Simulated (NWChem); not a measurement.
The numbers come from NWChem runs, not from measurements. System: F2, charge 1, spin multiplicity 2, at the geometry of a parent with another charge or spin, in a state set for the comparison that need not be this species' ground state. Its SCF solution wasn't tested for a lower state. Level: ROCCSD(T)/def2-SVP, 2 core orbitals frozen.

The NWChem input:

```
start mol
memory heap 100 mb stack 700 mb global 1900 mb
charge 1
geometry units angstroms nocenter noautoz
  F      0.000000     0.000000     0.688226
  F      0.000000     0.000000    -0.688226
  symmetry group D2h
end
basis spherical
  * library def2-svp
end
scf
  rohf
  nopen 1
  maxiter 100
  thresh 1e-7
  semidirect memsize 60000000 filesize 0
  # guess.movecs holds the orbitals of an unrestricted PBE0 run
  vectors input guess.movecs swap 8 9 output mol.movecs
end
tce
  freeze core 2
  ccsd(t)
  2eorb
  2emet 13
  thresh 1e-6
  maxiter 100
  tilesize 24
end
task tce energy
```

Part of the output:

```
             Northwest Computational Chemistry Package (NWChem) 7.3.0
             --------------------------------------------------------

                                NWChem Input Module
                                -------------------

 Scaling coordinates for geometry "geometry" by  1.889725989
 (inverse scale =  0.529177249)

 Turning off AUTOSYM since
 SYMMETRY directive was detected!

                             Geometry "geometry" -> ""
                             -------------------------

 Output coordinates in angstroms (scale by  1.889725989 to convert to a.u.)

  No.       Tag          Charge          X              Y              Z
 ---- ---------------- ---------- -------------- -------------- --------------
    1 F                    9.0000     0.00000000     0.00000000     0.68822600
    2 F                    9.0000     0.00000000     0.00000000    -0.68822600

 Effective nuclear repulsion energy (a.u.)      31.1404663359

            Nuclear Dipole moment (a.u.)
            ----------------------------
        X                 Y               Z
 ---------------- ---------------- ----------------
     0.0000000000     0.0000000000     0.0000000000

      Symmetry information
      --------------------

 Group name             D2h
 Group number             26
 Group order               8
 No. of unique centers     1

      Symmetry unique atoms

     1


 Summary of "ao basis" -> "" (spherical)
 ------------------------------------------------------------------------------
       Tag                 Description            Shells   Functions and Types
 ---------------- ------------------------------  ------  ---------------------
 *                          def2-svp                  on all atoms

 Summary of "ao basis" -> "ao basis" (spherical)
 ------------------------------------------------------------------------------
       Tag                 Description            Shells   Functions and Types
 ---------------- ------------------------------  ------  ---------------------
 F                          def2-svp                 6       14   3s2p1d

                                 NWChem SCF Module
                                 -----------------

  ao basis        = "ao basis"
  functions       =    28
  atoms           =     2
  closed shells   =     8
  open shells     =     1
  charge          =   1.00
  wavefunction    = ROHF
  use symmetry    = T
  symmetry adapt  = T

 Summary of "ao basis" -> "ao basis" (spherical)
 ------------------------------------------------------------------------------
       Tag                 Description            Shells   Functions and Types
 ---------------- ------------------------------  ------  ---------------------
 F                          def2-svp                 6       14   3s2p1d

      Symmetry analysis of basis
      --------------------------

        ag          7
        au          1
        b1g         1
        b1u         7
        b2g         3
        b2u         3
        b3g         3
        b3u         3

 Forming initial guess at       0.0s

 Swapping ROHF orbitals     8    9

      Symmetry analysis of molecular orbitals - initial
      -------------------------------------------------

  Numbering of irreducible representations:

     1 ag          2 au          3 b1g         4 b1u         5 b2g
     6 b2u         7 b3g         8 b3u

  Orbital symmetries:

     1 b1u         2 ag          3 ag          4 b1u         5 ag
     6 b2u         7 b3u         8 b2g         9 b3g        10 b1u
[...]
           0.000000000000          64.269784759100           0.000000000000
           0.000000000000           0.000000000000           0.000000000000

  Mulliken analysis of the total density
  --------------------------------------

    Atom       Charge   Shell Charges
 -----------   ------   -------------------------------------------------------
    1 F    9     8.50   1.99  1.26  0.72  3.04  1.47  0.01
    2 F    9     8.50   1.99  1.26  0.72  3.04  1.47  0.01

 Mulliken analysis of the open-shell density
 -------------------------------------------

    Atom       Charge   Shell Charges
 -----------   ------   -------------------------------------------------------
    1 F    9     0.50   0.00 -0.00  0.00  0.37  0.13 -0.00
    2 F    9     0.50   0.00  0.00 -0.00  0.37  0.13 -0.00

       Multipole analysis of the density wrt the origin
       ------------------------------------------------

     L   x y z        total         open         nuclear
     -   - - -        -----         ----         -------
     0   0 0 0      1.000000     -1.000000     18.000000

     1   1 0 0      0.000000      0.000000      0.000000
     1   0 1 0      0.000000      0.000000      0.000000
     1   0 0 1      0.000000     -0.000000      0.000000

     2   2 0 0     -6.192070     -0.241029      0.000000
     2   1 1 0      0.000000      0.000000      0.000000
     2   1 0 1     -0.000000     -0.000000      0.000000
     2   0 2 0     -5.766091     -0.723087      0.000000
     2   0 1 1     -0.000000     -0.000000      0.000000
     2   0 0 2     -3.751437     -2.074099     30.446146

                   NWChem Extensible Many-Electron Theory Module
                   ---------------------------------------------


            General Information
            -------------------
      Number of processors :     1
         Wavefunction type : Restricted open-shell Hartree-Fock
          No. of electrons :    17
           Alpha electrons :     9
            Beta electrons :     8
           No. of orbitals :    56
            Alpha orbitals :    28
             Beta orbitals :    28
        Alpha frozen cores :     2
         Beta frozen cores :     2
     Alpha frozen virtuals :     0
      Beta frozen virtuals :     0
         Spin multiplicity : doublet
    Number of AO functions :    28
       Number of AO shells :    12
        Use of symmetry is : on
      Symmetry adaption is : on
         Schwarz screening : 0.10D-09

          Correlation Information
          -----------------------
          Calculation type : Coupled-cluster singles & doubles w/ perturbation
   Perturbative correction : (T)
            Max iterations :      100
        Residual threshold : 0.10D-05
     T(0) DIIS level shift : 0.00D+00
     L(0) DIIS level shift : 0.00D+00
     T(1) DIIS level shift : 0.00D+00
     L(1) DIIS level shift : 0.00D+00
     T(R) DIIS level shift : 0.00D+00
     T(I) DIIS level shift : 0.00D+00
   CC-T/L Amplitude update :  5-th order DIIS
                I/O scheme : Global Array Library
        L-threshold :  0.10D-05
        EOM-threshold :  0.10D-05
 no EOMCCSD initial starts read in
 TCE RESTART OPTIONS
 SLICE:      F
 D4D5:       F
 quantumc:   F
 qrotation:  F
 pwtce:      F
 qducc:      F
 nacto:                         0
 nrotv:                         0
 nrot:                          0

            Memory Information
            ------------------
          Available GA space size is     249035232 doubles
          Available MA space size is     104856028 doubles

 Maximum block size supplied by input
 Maximum block size        24 doubles

 tile_dim =      5

 -------------------------------------------------

 Global array virtual files algorithm will be used

 Parallel file system coherency ......... OK

 4-electron integrals stored in orbital form

 v2    file size   =            11299
 4-index algorithm nr.  13 is used
 imaxsize =       30
 imaxsize ichop =        0


CCSD iterations
 ---------------------------------------------------------
 Iter          Residuum       Correlation     Cpu    Wall
 ---------------------------------------------------------
    1   0.3237663241320  -0.4712635565458     1.3     1.3
    2   0.1184531749747  -0.3964473131477     1.2     1.2
    3   0.0600110660414  -0.4405061835406     0.9     0.9
    4   0.0279652147160  -0.4225104390007     1.4     1.4
    5   0.0138995502657  -0.4321186487231     1.2     1.2
    6   0.0021781178163  -0.4294400868315     1.0     1.0
    7   0.0010921668107  -0.4294973186834     0.8     0.8
    8   0.0006734489617  -0.4295155744740     0.9     0.9
    9   0.0004475517808  -0.4295233667833     0.8     0.8
   10   0.0003025254403  -0.4295335260379     0.8     0.8
   11   0.0000686833450  -0.4295538864142     0.8     0.8
   12   0.0000370476190  -0.4295432571977     0.9     0.9
   13   0.0000225156167  -0.4295467893276     0.8     0.8
   14   0.0000142526046  -0.4295442110286     0.9     0.9
   15   0.0000094911004  -0.4295449905925     0.8     0.8
   16   0.0000026328563  -0.4295442869723     0.9     0.9
   17   0.0000014327354  -0.4295443478636     0.8     0.8
   18   0.0000008989417  -0.4295444153330     0.8     0.8
 -----------------------------------------------------------------
 Iterations converged
 CCSD correlation energy / hartree =        -0.429544415333044
 CCSD total energy / hartree       =      -198.330053710587777

 Singles contributions

 Doubles contributions
    10b1u (alpha)    10b1u (beta ) ---     6ag  (alpha)     6ag  (beta )       -0.1449726886
    10b1u (alpha)     9b3g (beta ) ---     6ag  (alpha)     7b2u (beta )       -0.1543990958
    10b1u (beta )     9b3g (beta ) ---     6ag  (beta )     7b2u (beta )       -0.1147923290
 CCSD(T)
 Using plain CCSD(T) code
             total no. of tasks         9844
 total no. of tasks / no. procs         9844
                         wl_min            1           1.0
                         wl_max          800           3.0
        thresh for no. of tasks         9844

 CCSD[T]  correction energy / hartree =        -0.016913591587585
 CCSD[T] correlation energy / hartree =        -0.446458006920629
 CCSD[T] total energy / hartree       =      -198.346967302175358
 CCSD(T)  correction energy / hartree =        -0.016273347762475
 CCSD(T) correlation energy / hartree =        -0.445817763095520
 CCSD(T) total energy / hartree       =      -198.346327058350255

 Task  times  cpu:       18.9s     wall:       18.9s

 Total times  cpu:       18.9s     wall:       18.9s
```
